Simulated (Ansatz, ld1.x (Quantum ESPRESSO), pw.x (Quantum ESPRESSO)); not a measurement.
## From atom to crystal: PAW potential for Ti (Z = 22)

```json
{
 "Element": "Ti",
 "Generator": "ld1.x (Quantum ESPRESSO) 7.5",
 "Type": "PAW",
 "Functional": "PBEsol",
 "Relativity": "scalar-relativistic",
 "Frozen core": "[Ar]",
 "Valence charge": "4",
 "Reference configuration": "3d2 4s2 4p0",
 "Partial waves": "4s (bound): rcut 3.35, rcutus 3.60 bohr; 4s channel at 0.8 Ry: rcut 3.35, rcutus 3.60 bohr; 4p (bound, empty): rcut 2.85, rcutus 3.40 bohr; 4p channel at 3.25 Ry: rcut 2.85, rcutus 3.40 bohr; 3d (bound): rcut 1.80, rcutus 1.95 bohr; 3d channel at 2.75 Ry: rcut 1.80, rcutus 1.95 bohr",
 "Local potential": "all-electron potential smoothed inside 1.55 bohr (lloc = -2)",
 "Core correction": "Bessel-smoothed model core inside 1.80 bohr",
 "Augmentation charge": "PSQ, inside the norm-conserving radii"
}
```

Atomic tests: cutoffs needed: 25 Ry and 30 Ry (the cutoffs (Ry, on a coarse ladder) from which the occupation-weighted sum of valence levels, in a spherical-Bessel basis at the reference potential, stays within 10 and 1 mRy of its value at 400 Ry); ghost test: no extra level below or beside the all-electron valence levels (s, p, d, f tested) (spherical-Bessel basis up to 400 Ry, 20 bohr box); configuration tests: test run stopped at test 4 of 7 (negative rho), 1 before it not solved.

Crystal test: sc Ti in pw.x 7.5, no spin, 13³ k-points, Fermi–Dirac smearing 0.01 Ry, cutoffs 40/320 Ry. The reference is all-electron LAPW (Ansatz 0.2.0) with the same functional, mesh and smearing; V0 and B0 come from Birch–Murnaghan fits to the pressures at five volumes. Errors are pseudo minus all-electron; Δ is the rms difference of the E(V) curves that follow from these fits, minima aligned, over ±6 % about the mean V0. Mesh and smearing are coarse, so the numbers serve the comparison and aren't converged zero-temperature values; the lattice is a test structure that the element need not adopt.

| V (Å³/atom) | P all-electron (GPa) | P pseudo (GPa) |
| --- | --- | --- |
| 16.796 | 4.20 | 13.18 |
| 17.238 | 1.76 | 9.67 |
| 17.680 | -0.42 | 6.55 |
| 18.122 | -2.37 | 3.77 |
| 18.564 | -4.12 | 1.30 |

All-electron: a0 = 2.601 Å (V0 = 17.59 Å³/atom), B0 = 83.9 GPa.

Pseudopotential: mean pressure error (GPa): +7.09. The pressure does not cross zero within the volumes sampled, so no fit is given. The largest radius (3.60 bohr) exceeds half the bond length (2.46 bohr), so the spheres overlap, which is one possible source of error among others. This is a poor potential for the solid. Atomic configuration tests: test run stopped at test 4 of 7 (negative rho), 1 before it not solved. The logarithmic derivative shows an extra or strongly shifted pseudo pole above the reference energy (s near 0.37 Ry).

Task: At the middle volume, how do free energy and pressure move when the wave cutoff is lowered (ecutrho held at 320 Ry)?

Result:

```csv
cutoff (Ry),shift of F (meV/atom),shift of P (GPa)
18,+1355.1,-56.26
24,+91.9,-6.58
32,+7.2,+0.39
```

The run at the middle volume (84 k-points, 15 iterations) took about 10 s on one core of a shared host (Neoverse-V1, 32 threads, 247 GiB, load 19).
